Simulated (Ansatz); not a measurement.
The input, for Ansatz 0.2.0:

```yaml
crystal:
  periodic: [false, false, false]
  atoms:
    - {symbol: Al, position_ang: [-0.103583, 0.000000, 0.000000]}
    - {symbol: H, position_ang: [-0.896507, 1.373384, 0.000000]}
    - {symbol: H, position_ang: [-0.896507, -1.373384, 0.000000]}
    - {symbol: H, position_ang: [1.672417, 0.000000, 0.000000]}
    - {symbol: H, position_ang: [2.893417, 0.000000, 0.000000]}
basis:
  gaussian: {orbitals: 6-31G}
magnetization: {spin_polarized: false, initial_magnetization: 1}
correlation: {method: ccsd_t, electrons: outside_noble_gas}
output: {forces: true}
```

```sh
$ ansatz run in.yaml --threads 1 --pin off --events-out ev --progress --plain --max-ram 2393MiB
```

Output:

```
266 factors; integrals over basis functions are off by at most 6.2e-4 eV
mean field evaluation 1: about -6640.5961 eV, gradient 6.5e0 eV
mean field evaluation 2: about -6640.5993 eV, gradient 6.5e0 eV
mean field evaluation 4: about -6641.2708 eV, gradient 1.2e0 eV
mean field evaluation 8: about -6641.3372 eV, gradient 9.9e-4 eV
mean field evaluation 16: about -6641.3320 eV, gradient 1.8e-1 eV
mean field evaluation 32: about -6638.6748 eV, gradient 1.2e-2 eV
mean field -6641.33722477 eV, -244.0646413502 hartree, gradient 2.0e-6 eV, S^2 0.750000; 1 other end points of the search recorded, 0 dependent functions left out
determinant -6641.33722477 eV, -244.0646413502 hartree, with singles and doubles -6643.26146282 eV, -244.1353557943 hartree
determinant -6638.67477553 eV, -243.9667981452 hartree, with singles and doubles -6641.24908313 eV, -244.0614022048 hartree
5 core orbitals not correlated: weight in the atoms' cores, before any rotation towards them, 1.000 or more for the frozen orbitals, at most 0.000 for the correlated occupied ones
reference -6641.33722477 eV, -244.0646413502 hartree; 4, 3 occupied and 12, 13 virtual orbitals, 266 factors
second order -1.24997458 eV of doubles, -0.06805078 eV of singles
cycle   1  -1.92448801 eV  change   -2.5e-4 eV  update   4.8e-4
cycle   2  -1.92471191 eV  change   -2.2e-4 eV  update   2.9e-4
cycle   3  -1.92477332 eV  change   -6.1e-5 eV  update   1.2e-4
cycle   4  -1.92480447 eV  change   -3.1e-5 eV  update   6.2e-5
cycle   5  -1.92485432 eV  change   -5.0e-5 eV  update   2.3e-5
cycle   6  -1.92488676 eV  change   -3.2e-5 eV  update   9.0e-6
cycle   7  -1.92489336 eV  change   -6.6e-6 eV  update   3.0e-6
cycle   8  -1.92489129 eV  change    2.1e-6 eV  update   8.3e-7
perturbative correction -0.02291359 eV, -0.0008420589 hartree
the calculation of the forces begins
Total energy: -6643.28502965 eV, -244.1362218592 hartree
Atom 0 at    -0.103583     0.000000     0.000000 Å, force     0.623892    -0.000000    -0.000000 eV/Å
Atom 1 at    -0.896507     1.373384     0.000000 Å, force    -0.281350     0.493980     0.000000 eV/Å
Atom 2 at    -0.896507    -1.373384     0.000000 Å, force    -0.281350    -0.493980    -0.000000 eV/Å
Atom 3 at     1.672417     0.000000     0.000000 Å, force     0.247508    -0.000000    -0.000000 eV/Å
Atom 4 at     2.893417     0.000000     0.000000 Å, force    -0.308700     0.000000     0.000000 eV/Å
Dipole moment:    -0.123315     0.000000    -0.000000 e Å
```

Forces (eV/Å):
```
Al   0.624  0.000  0.000
H   -0.281  0.494  0.000
H   -0.281 -0.494  0.000
H    0.248  0.000  0.000
H   -0.309  0.000  0.000
```

For the same geometry and basis full CI lies 13.6 meV lower.

Ran on 1 thread of Arm Neoverse V2, shared host: 0.45 s wall, 0.08 GiB peak host memory.
